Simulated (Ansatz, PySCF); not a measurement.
System: CH2O, charge 0, singlet. CH2O (formaldehyde, SMILES O=C).
B3LYP-D3(BJ)/def2-TZVP minimum from Ansatz (a first-principles code):
```
C
O 1 1.1989
H 1 1.1075 2 122.05
H 1 1.1075 3 115.91 2 180.00
```
Charge 0, spin multiplicity 1.

Quantity: enthalpy of formation at 298 K (by atomisation, with ideal-gas terms from PySCF's Hessian at B3LYP-D3(BJ)/def2-TZVP and the atoms' measured values of the G2/97 table; no spin-orbit terms), in kcal/mol. Open shells are spin-unrestricted; no spin-orbit coupling. CBS(X,Y): correlation extrapolated as X^-3, Hartree-Fock from the larger set (Q,5: extrapolated as (X+1)exp(-9√X)). A bracket is a step between two methods taken in the basis named. Functionals run without relativity, which enters their misses. Double hybrids freeze cores in their MP2 part. '+ core + X2C': CCSD(T) terms for core correlation (cc-pwCVTZ) and scalar relativity (cc-pVTZ-DK). Where a partner has so few electrons that a lower coupled-cluster level is exact, that level stands in.

Measured: -26.1 kcal/mol, -109.2 kJ/mol (Active Thermochemical Tables 1.112 (ions: stationary electron), as tabulated in the package chemicals); atomic spin-orbit terms, which the calculations lack, would raise the computed values.

Q: How far off this value is PBE/def2-TZVPD (Ansatz), in which direction, and which of these levels come nearer: r2SCAN/def2-TZVPD, B3LYP/def2-TZVPD, PBE0/def2-TZVPD, wB97M-V/def2-TZVPD, B2PLYP/def2-TZVPD, CCSD(T)/CBS(cc-pVQZ,cc-pV5Z) + core + X2C?

A: PBE gives -37.5 kcal/mol, 11.4 kcal/mol below it. Errors of the others: r2SCAN/def2-TZVPD (Ansatz) 1.2; B3LYP/def2-TZVPD (Ansatz) 1.1; PBE0/def2-TZVPD (Ansatz) 2.1; wB97M-V/def2-TZVPD (Ansatz) 0.1; B2PLYP/def2-TZVPD (Ansatz) 3.5; CCSD(T)/CBS(cc-pVQZ,cc-pV5Z) + core + X2C (Ansatz) -0.1; CCSD(T)/CBS(cc-pVQZ,cc-pV5Z) + [CCSDT(Q) - CCSD(T)]/cc-pVQZ + [CCSDTQ - CCSDT(Q)]/cc-pVDZ + core + X2C (Ansatz) -0.2 kcal/mol. Nearer than PBE: r2SCAN/def2-TZVPD, B3LYP/def2-TZVPD, PBE0/def2-TZVPD, wB97M-V/def2-TZVPD, B2PLYP/def2-TZVPD, CCSD(T)/CBS(cc-pVQZ,cc-pV5Z) + core + X2C, CCSD(T)/CBS(cc-pVQZ,cc-pV5Z) + [CCSDT(Q) - CCSD(T)]/cc-pVQZ + [CCSDTQ - CCSDT(Q)]/cc-pVDZ + core + X2C.
